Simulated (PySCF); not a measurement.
1-chloropropane (C₃H₇Cl), SMILES C(CC)Cl. Geometry: PBE-D3(BJ)/def2-SVP. One conformer was computed; it need not be the lowest.

Computed with PBE-D3(BJ)/def2-SVP in PySCF.

Harmonic wavenumbers (cm⁻¹): 144, 217, 295, 416, 648, 770, 847, 884, 1017, 1041, 1079, 1185, 1227, 1271, 1320, 1351, 1398, 1405, 1421, 1431, 2963, 2973, 3002, 3018, 3060, 3073, 3075. Rotational constants (GHz): 11.65, 3.266, 2.798; symmetry number 1.

**Question.** Work out the zero-point energy and the ideal-gas rigid-rotor harmonic-oscillator thermochemistry at 298.15 K and 1 atm.

**Answer.** ZPE = ½ Σ hcν = ½ × 40532 cm⁻¹ = 57.94 kcal/mol. H − E(el) = 61.84 kcal/mol. Entropy in cal/(mol K): translation 39.00, rotation 25.52, vibration 8.47, total 72.98. G − E(el) = 40.09 kcal/mol. Cp = 19.75 cal/(mol K). Modes under 150 cm⁻¹ make the vibrational entropy uncertain.
